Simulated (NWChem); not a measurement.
# C3HN (cyanoacetylene) at 6 levels

We compute a comparison of 6 runs (HF/STO-3G, HF/3-21G, B3LYP/6-31G*, B2PLYP/def2-SVPD, CAM-B3LYP/def2-SVPD, wB97X/def2-SVPD) of C3HN (cyanoacetylene). 

The calculation is run with NWChem 7.3.0.

3 further runs of the same task are left out: 2 that didn't finish, 1 set aside as unsound or not needed.

**1. The structure to begin with**

C3HN: 5 atoms, total charge 0, spin state singlet. As SMILES, `C#CC#N`. The coordinates come from a PBE0-D4/def2-TZVP relaxation.

Bond lengths: C1–C2 1.201 Å, C2–C3 1.369 Å, C3–N4 1.154 Å, C1–H5 1.066 Å. Angles: C1–C2–C3 180.0°, C2–C3–N4 180.0°, C2–C1–H5 179.9°.

**2. Energy and gradient at HF/STO-3G (run 1)**

File work.nw:

```
echo
START work
memory 2200 mb
charge 0

GEOMETRY units angstroms noautosym nocenter noautoz
C    -0.137800    1.253000    0.148800
C    -0.000300    0.068900    0.002100
C     0.157500   -1.280600   -0.165000
N     0.291100   -2.418400   -0.305600
H    -0.260600    2.303500    0.278300
END

BASIS spherical bse
* library STO-3G
END

SCF
thresh 1e-08
maxiter 80
END

TASK scf gradient
```

On the command line:

```console
$ nwchem work.nw > work.out
```

The program printed:

```text
[...]
  functions       =    21
[...]
  wavefunction    = RHF
[...]
         Total SCF energy =   -166.407626464801
      One-electron energy =   -378.179898326176
      Two-electron energy =    134.522251184979
 Nuclear repulsion energy =     77.250020676396
        Time for solution =      0.3s
[...]
                         RHF ENERGY GRADIENTS
    atom               coordinates                        gradient
                 x          y          z           x          y          z
   1 C      -0.260404   2.367827   0.281191   -0.008526   0.074086   0.009227
   2 C      -0.000567   0.130202   0.003968    0.012894  -0.111236  -0.013781
   3 C       0.297632  -2.419983  -0.311805   -0.002692   0.022926   0.002810
   4 N       0.550099  -4.570113  -0.577500   -0.002109   0.018161   0.002260
   5 H      -0.492463   4.352984   0.525911    0.000432  -0.003937  -0.000516
[...]
```

Wall time 0.84 s (1 thread of AMD EPYC 9R45 (Zen 5), shared host); peak memory 0.099 GiB.

**3. Energy and forces at HF/3-21G (run 2)**

File struct.nw:

```
start struct
memory total 2200 mb

geometry units bohr noautosym nocenter noautoz
 C  -0.26040426  2.36782683  0.28119125
 C  -0.00056692  0.13020213  0.00396842
 C   0.29763186 -2.41998328 -0.31180481
 N   0.55009927 -4.57011366 -0.57750030
 H  -0.49246263  4.35298413  0.52591078
end

basis spherical bse
 * library 3-21G
end

scf
 thresh 1e-08
 maxiter 80
end

task scf gradient
```

On the command line:

```console
$ nwchem struct.nw > struct.out
```

The program printed:

```text
[...]
  functions       =    38
[...]
  wavefunction    = RHF
[...]
         Total SCF energy =   -167.612625050204
      One-electron energy =   -378.023760168095
      Two-electron energy =    133.161119960575
 Nuclear repulsion energy =     77.250015157316
        Time for solution =      0.3s
[...]
                         RHF ENERGY GRADIENTS
    atom               coordinates                        gradient
                 x          y          z           x          y          z
   1 C      -0.260404   2.367827   0.281191   -0.002389   0.021506   0.002725
   2 C      -0.000567   0.130202   0.003968    0.003644  -0.032041  -0.003977
   3 C       0.297632  -2.419983  -0.311805   -0.004105   0.034841   0.004270
   4 N       0.550099  -4.570114  -0.577500    0.004142  -0.035068  -0.004316
   5 H      -0.492463   4.352984   0.525911   -0.001292   0.010762   0.001297
[...]
```

Wall time 0.88 s (1 thread of AMD EPYC 9R45 (Zen 5), shared host); peak memory 0.098 GiB.

Runs 3 to 4 aren't shown in full; the table further down has their settings and results.

**4. Energy and forces at CAM-B3LYP/def2-SVPD (run 5)**

File nw.nw:

```
START nw
TITLE "C3HN CAM-B3LYP"
memory 2200 mb

GEOMETRY units angstroms noautosym nocenter noautoz
C       -0.137800       1.253000       0.148800
C       -0.000300       0.068900       0.002100
C        0.157500      -1.280600      -0.165000
N        0.291100      -2.418400      -0.305600
H       -0.260600       2.303500       0.278300
END

BASIS spherical bse
* library def2-SVPD
END

DFT
xc xcamb88 1.00 lyp 0.81 vwn_5 0.19 hfexch 1.00
cam 0.33 cam_alpha 0.19 cam_beta 0.46
grid xfine
convergence energy 1e-08
direct
maxiter 100
mulliken
END

TASK dft gradient
```

On the command line:

```console
$ nwchem nw.nw > nw.out
```

The program printed:

```text
[...]
          Wavefunction type:  closed shell.
          No. of atoms     :     5
          No. of electrons :    26
[...]
          Charge           :     0
          Spin multiplicity:     1
[...]
          AO basis - number of functions:    88
[...]
              XC Information
              --------------
                     Hartree-Fock (Exact) Exchange  1.000
                   CAM-Becke88 Exchange Functional  1.000
                      VWN V Correlation Functional  0.190 local
              Lee-Yang-Parr Correlation Functional  0.810
[...]
 d= 0,ls=0.0,diis     1   -169.2734864367 -2.47D+02  1.08D-01  6.33D-01     2.4
[...]
 d= 0,ls=0.0,diis    11   -169.3601126568 -2.52D-10  1.52D-06  6.09D-09    24.7
         Total DFT energy =     -169.360112656784
      One electron energy =     -379.717706096242
           Coulomb energy =      156.375034614458
    Exchange-Corr. energy =      -23.267461851396
 Nuclear repulsion energy =       77.250020676396
[...]
      Total Density - Mulliken Population Analysis
     ---------------------------------------------
    Atom       Charge   Shell Charges
 -----------   ------   -------------------------------------------------------
    1 C    6     7.80   1.98  0.96  2.57  0.05  2.03  0.20  0.02 -0.02
    2 C    6     3.96   1.98  0.92  0.13 -0.13  2.13 -1.19  0.03  0.08
    3 C    6     6.20   1.98  0.97  0.21 -0.08  2.11  0.85  0.05  0.10
    4 N    7     6.94   1.99  1.12  0.47  0.22  2.23  0.87  0.03  0.01
    5 H    1     1.11   0.74  0.31  0.03  0.03
[...]
  wavefunction    = closed shell
[...]
                         DFT ENERGY GRADIENTS
    atom               coordinates                        gradient
                 x          y          z           x          y          z
   1 C      -0.260404   2.367827   0.281191    0.000484  -0.003638  -0.000418
   2 C      -0.000567   0.130202   0.003968    0.000280  -0.002787  -0.000349
   3 C       0.297632  -2.419983  -0.311805   -0.001188   0.010046   0.001221
   4 N       0.550099  -4.570113  -0.577500   -0.000320   0.002911   0.000372
   5 H      -0.492463   4.352984   0.525911    0.000744  -0.006533  -0.000826
[...]
```

Run time: 38 s. Hardware: 1 thread of AMD EPYC 9R45 (Zen 5), shared host; peak memory 0.13 GiB.

**5. Energy and forces at wB97X/def2-SVPD (run 6)**

File job.nw:

```
start job
title "C3HN"
memory stack 880 mb heap 220 mb global 1100 mb

geometry noautosym nocenter noautoz
  C     -0.137800     1.253000     0.148800
  C     -0.000300     0.068900     0.002100
  C      0.157500    -1.280600    -0.165000
  N      0.291100    -2.418400    -0.305600
  H     -0.260600     2.303500     0.278300
end

basis spherical bse
  * library def2-SVPD
end

dft
  xc wb97x
  grid xfine
  convergence energy 1e-08
  maxiter 100
  mulliken
end

task dft gradient
```

On the command line:

```console
$ nwchem job.nw > job.out
```

The program printed:

```text
[...]
          Wavefunction type:  closed shell.
          No. of atoms     :     5
          No. of electrons :    26
[...]
          Charge           :     0
          Spin multiplicity:     1
[...]
          AO basis - number of functions:    88
[...]
              XC Information
              --------------
                       wb97x  Method XC Functional
                     Hartree-Fock (Exact) Exchange  1.000
                         wb97x Exchange Functional  1.000
                      wb97x Correlation Functional  1.000
[...]
 d= 0,ls=0.0,diis     1   -169.3131322996 -2.47D+02  5.94D-02  5.75D-01     2.7
[...]
 d= 0,ls=0.0,diis    10   -169.3951697203 -5.97D-09  3.85D-06  4.86D-09    26.4
         Total DFT energy =     -169.395169720299
      One electron energy =     -379.684307557069
           Coulomb energy =      156.342791956258
    Exchange-Corr. energy =      -23.303674795884
 Nuclear repulsion energy =       77.250020676396
[...]
      Total Density - Mulliken Population Analysis
     ---------------------------------------------
    Atom       Charge   Shell Charges
 -----------   ------   -------------------------------------------------------
    1 C    6     7.70   1.98  0.95  2.39  0.05  2.01  0.32  0.03 -0.02
    2 C    6     4.22   1.98  0.92  0.08 -0.11  2.12 -0.85  0.03  0.05
    3 C    6     6.08   1.98  0.97  0.15 -0.08  2.09  0.83  0.05  0.08
    4 N    7     6.96   1.99  1.12  0.46  0.20  2.22  0.93  0.03  0.01
    5 H    1     1.04   0.74  0.25  0.03  0.02
[...]
  wavefunction    = closed shell
[...]
                         DFT ENERGY GRADIENTS
    atom               coordinates                        gradient
                 x          y          z           x          y          z
   1 C      -0.260404   2.367827   0.281191    0.000590  -0.004561  -0.000532
   2 C      -0.000567   0.130202   0.003968    0.000885  -0.007925  -0.000985
   3 C       0.297632  -2.419983  -0.311805   -0.001715   0.014565   0.001781
   4 N       0.550099  -4.570113  -0.577500   -0.000664   0.005833   0.000733
   5 H      -0.492463   4.352984   0.525911    0.000904  -0.007912  -0.000997
[...]
```

Wall time 40 s (1 thread of AMD EPYC 9R45 (Zen 5), shared host); peak memory 0.13 GiB.

**6. The series**

```csv
run,level,Cartesian functions,iteration cap,energy (Eh),dipole moment (D),HOMO energy (eV),LUMO energy (eV),wall time
1,HF/STO-3G,no,80,-166.407626,3.13,-9.81,6.51,0.84 s
2,HF/3-21G,no,80,-167.612625,3.92,-11.56,2.84,0.88 s
3,B3LYP/6-31G* (Cartesian functions),yes,100,-169.571723,3.81,-8.44,-1.40,7.8 s
4,B2PLYP/def2-SVPD,no,100,-169.292330,4.00,–,–,10 s
5,CAM-B3LYP/def2-SVPD,no,100,-169.360113,3.93,-10.39,-0.48,38 s
6,wB97X/def2-SVPD,no,100,-169.395170,3.94,-11.42,0.56,40 s
```

**7. Outcome**

| quantity | value |
| --- | --- |
| run 6: total energy | -169.39517 Eh |
| run 6: dipole moment | 3.94 D |
| run 6: HOMO energy | -11.42 eV |
| run 6: LUMO energy | 0.56 eV |
| run 6: HOMO–LUMO gap | 11.98 eV |
| run 6: largest force on an atom | 0.760 eV/Å |

In words: The dipole moment (its size) runs from 3.13 D (HF/STO-3G) to 4.00 D (B2PLYP/def2-SVPD). The two ends differ in method and basis. A double hybrid's value is that of its SCF part. Over runs 1, 2, 3, 5, 6 the HOMO–LUMO gap runs from 7.04 eV (B3LYP/6-31G*) to 16.32 eV (HF/STO-3G). Totals of different functionals can't be ranked against each other. In run 1 the basis is minimal, so the values are rough. All runs together took 97 s, the longest 40 s.
